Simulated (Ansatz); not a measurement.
System: rock-salt SnTe (cubic form, which distorts at low temperature). Method: LDA (PAW; Ansatz, an electronic-structure program).

Input file:

Ansatz 0.2 input:
```yaml
crystal:
  lattice:
    - [0.0, 3.1175085217, 3.1175085217]
    - [3.1175085217, 0.0, 3.1175085217]
    - [3.1175085217, 3.1175085217, 0.0]
  atoms:
    - { symbol: Sn, position: [0.0, 0.0, 0.0] }
    - { symbol: Te, position: [0.5, 0.5, 0.5] }
basis:
  ecutwfc: 520
  ecutrho_ratio: 4
  xc_grid: 2
kpoints:
  mp_grid: { grid: [10, 10, 10] }
hamiltonian:
  xc: lda
  dispersion: none
  pseudopotentials: { kind: paw }
scf:
  occupations: { method: fermi_dirac, width: 0.01 }
  convergence: { dr2_threshold: 0.000000001 }
output:
  forces: true
  stress: true
  eigenvalues: true
```

From the output:

```
WARN output.stress: scf.convergence.dr2_threshold = 1e-9 eV is looser than the 2e-10 eV advised for a printed stress (1e-10 eV for each atom of the cell: 2)
Crystal: 2 atoms, lattice volume = 60.597 Å³
Basis set: ecut = 520 eV, 1639 PW (Γ), exchange–correlation on 72×72×72 points (8 copies of the dense FFT grid, shifted against one another)
Bands: 19, of which v1, the nominal top of the filled ones, is band 15 counted from 1 (14 counted from 0)
Symmetry: 48 space group operations
Space group: Fm-3m (ITA 225), of the structure as read, at distance tolerance 3.9e-5 Å
k-points: 47 of 1000
Functional: x = slater, c = lda
SCF iter   1: F=—  HF=-12707.284285 eV  |F-HF|=—  |Δ(HF+E_count)|=         —  Δρ=5.61e-3  dr2=7.76e-3
SCF iter   2: F=—  HF=-12707.279096 eV  |F-HF|=—  |Δ(HF+E_count)|=   5.19e-3  Δρ=2.12e-3  dr2=1.12e-3
  ...
SCF iter   5: F=—  HF=-12707.278706 eV  |F-HF|=—  |Δ(HF+E_count)|=   2.65e-6  Δρ=1.10e-5  dr2=8.01e-8
SCF iter   6: F=-12707.278706 eV  HF=-12707.278706 eV  |F-HF|=1.22e-10  |Δ(HF+E_count)|=   5.14e-9  Δρ=1.12e-6  dr2=3.76e-10
SCF 1 converged in 6 iterations: F = -12707.278706 eV  dr2 = 3.76e-10
SCF converged after 6 iterations
Free energy (F): -12707.278706 eV
Internal energy: -12707.278706 eV  (E = F + TS)
E sigma→0 (E₀):  -12707.278706 eV
Fermi energy:    9.863440 eV
--- Forces (eV/Å), atoms counted from 1 ---
  atom   1  Sn    -0.00000000     0.00000000    -0.00000000
  atom   2  Te     0.00000000    -0.00000000    -0.00000000
--- Stress (GPa, compression-positive) ---
        0.000001       0.000000       0.000000
       -0.000000       0.000001      -0.000000
       -0.000000       0.000000       0.000001
  P = ⅓ Tr σ = 0.0000 GPa (0.000 kbar)
```

The PAW data were made under PBE.

Note: symmetry holds this phase in the static calculation, where it need not be a minimum.
